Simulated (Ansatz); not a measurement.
Total energies of C₂HF (`C#CF`).

```xyz
4

C    -0.483   -0.277   -0.331
C     0.406    0.233    0.278
F     1.353    0.777    0.926
H    -1.276   -0.733   -0.873
```

Charge 0, multiplicity 1. The structure was optimised at the PBE0-D4/def2-TZVP level. Basis def2-TZVPP, the Gaussian-basis code of Ansatz.

RPA on PBE orbitals: Hartree–Fock energy of these orbitals -175.69101 Eh, correlation -0.83901 Eh (frozen core).

| functional | energy without D4 (Eh) | D4 term (kJ/mol) |
| --- | --- | --- |
| BLYP | -176.59195 | -8.2 |
| r2SCAN | -176.52805 | -0.8 |

**Question.** Give the same for LDA (SPW92), PBE, revPBE, B97M-V, PBE0, B3LYP, r2SCANh, r2SCAN0, HSE06 (plane-wave form), BHLYP, CAM-B3LYP, LC-ωPBE, ωB97X-V, ωB97M-V, B2PLYP, PBE-QIDH. (Best estimate.)

**Answer.** Ansatz gave: 
```json
{"functional": "LDA (SPW92)", "energy without D4 (Eh)": "-175.27392", "D4 term (kJ/mol)": "–"}
{"functional": "PBE", "energy without D4 (Eh)": "-176.42719", "D4 term (kJ/mol)": "-3.5"}
{"functional": "revPBE", "energy without D4 (Eh)": "-176.56794", "D4 term (kJ/mol)": "-13.3"}
{"functional": "B97M-V", "energy without D4 (Eh)": "-176.58211", "D4 term (kJ/mol)": "–"}
{"functional": "PBE0", "energy without D4 (Eh)": "-176.42672", "D4 term (kJ/mol)": "-2.9"}
{"functional": "B3LYP", "energy without D4 (Eh)": "-176.62218", "D4 term (kJ/mol)": "-5.7"}
{"functional": "r2SCANh", "energy without D4 (Eh)": "-176.51759", "D4 term (kJ/mol)": "-0.8"}
{"functional": "r2SCAN0", "energy without D4 (Eh)": "-176.50258", "D4 term (kJ/mol)": "-0.9"}
{"functional": "HSE06 (plane-wave form)", "energy without D4 (Eh)": "-176.41853", "D4 term (kJ/mol)": "-2.6"}
{"functional": "BHLYP", "energy without D4 (Eh)": "-176.53316", "D4 term (kJ/mol)": "-3.9"}
{"functional": "CAM-B3LYP", "energy without D4 (Eh)": "-176.55430", "D4 term (kJ/mol)": "-2.8"}
{"functional": "LC-ωPBE", "energy without D4 (Eh)": "-176.50176", "D4 term (kJ/mol)": "–"}
{"functional": "ωB97X-V", "energy without D4 (Eh)": "-176.55821", "D4 term (kJ/mol)": "–"}
{"functional": "ωB97M-V", "energy without D4 (Eh)": "-176.56744", "D4 term (kJ/mol)": "–"}
{"functional": "B2PLYP", "energy without D4 (Eh)": "-176.50159", "D4 term (kJ/mol)": "–"}
{"functional": "PBE-QIDH", "energy without D4 (Eh)": "-176.39902", "D4 term (kJ/mol)": "–"}
```

B3LYP takes the VWN-RPA correlation (the form of Gaussian; ORCA's B3LYP/G). HSE06 is the plane-wave form, built on full-range PBE exchange. The double hybrids freeze the cores in their second-order part.

LC-ωPBE has ω = 0.4 bohr⁻¹.
